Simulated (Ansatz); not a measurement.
What does this script print? It uses the Python package of Ansatz (0.2.0).

The script reads `fna.xyz`:
```text
2

Na    0.00000    0.00000    0.00000
F     0.00000    0.00000    2.19000
```

The script, `run_cas.py`:
```python
"""Active-space calculation on FNa."""

import logging
import sys

import ansatz as az

logging.basicConfig(stream=sys.stdout, format="%(levelname)s:%(name)s:%(message)s")
logger = logging.getLogger("ansatz_job")
logger.setLevel(logging.INFO)

BASIS = "cc-pVDZ"


def main() -> None:
    mol = az.Crystal.molecule_from_extxyz("fna.xyz")

    calculation = (
        mol.calculation()
        .basis(gaussian=BASIS)
        .scf(lower_state_search="standard")
        .correlation(active_electrons=4, active_orbitals=4)
    )
    for method in [None, "sc_nevpt2", "fic_mrcisd_q"]:
        summary = (calculation if method is None else calculation.correlation(method)).run().report
        space = summary["configurations"]
        state = space["states"][0]
        print(method or "casscf", f"total {summary['free_energy_ev'] / 27.211386246:.6f} Ha, active-space state {state['energy']['hartree']:.6f} Ha, mean field {summary['reference_energy_ev'] / 27.211386246:.6f} Ha")
        print("  determinants", state["n_determinants"], " natural occupations", [round(n, 3) for n in space["natural_occupations"]])
    print("effectively unpaired electrons, sum of min(n, 2 - n):", round(sum(min(n, 2 - n) for n in space["natural_occupations"]), 3))


if __name__ == "__main__":
    main()
```

```console
$ python run_cas.py
casscf total -261.364719 Ha, active-space state -261.364719 Ha, mean field -261.314618 Ha
  determinants 36  natural occupations [1.983, 1.981, 0.019, 0.017]
sc_nevpt2 total -261.515941 Ha, active-space state -261.364717 Ha, mean field -261.314618 Ha
  determinants 20  natural occupations [1.983, 1.981, 0.019, 0.017]
fic_mrcisd_q total -261.526138 Ha, active-space state -261.364717 Ha, mean field -261.314618 Ha
  determinants 20  natural occupations [1.983, 1.981, 0.019, 0.017]
effectively unpaired electrons, sum of min(n, 2 - n): 0.073
```

Reading the output:
- The settings weren't tested for convergence.
- The geometry is a force-field or estimated start, not a minimum of this method, and the basis set is short of its limit. The active space starts as a window about the frontier orbitals and is then optimised, not chosen by chemistry.
- Hardware and time: 3.1 s on 1 thread of Arm Neoverse V1, on a shared host, peak memory 0.16 GiB.
